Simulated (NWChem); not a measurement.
System: C$_{4}$H$_{9}$, doublet; SMILES [C](C)(C)C

```xyz
13

C      1.4310     0.3852     0.0050
C      0.0002     0.0001    -0.1523
C     -1.0486     1.0468     0.0055
C     -0.3818    -1.4315     0.0055
H      1.7245     0.4658     1.0742
H      1.6445     1.3664    -0.4496
H      2.1083    -0.3576    -0.4470
H     -1.2630     1.2622     1.0748
H     -2.0059     0.7404    -0.4467
H     -0.7449     2.0041    -0.4486
H     -0.4599    -1.7255     1.0747
H     -1.3634    -1.6469    -0.4473
H      0.3616    -2.1072    -0.4481
```
Atoms are numbered in this order, from 1.

Results from NWChem. Pople sets run with spherical d functions. Spin-unrestricted. The geometry was optimised at PBE0/def2-SVP, spin-unrestricted. Not confirmed as a minimum by frequencies. No stability test was run on the SCF state. Level: M06-2X/6-31G* with COSMO at NWChem's default radii, gas-phase geometry; the question gives the dielectric constant. Reactions with the solvent are ignored.

Q: What does the run give for dielectric constant 4.8? Quantities: electrostatic solvation energy (kcal/mol); dipole in solution (D).

A: 
| Item | Value |
|---|---|
| electrostatic solvation energy (kcal/mol) | -0.6 |
| dipole in solution (D) | 0.25 |
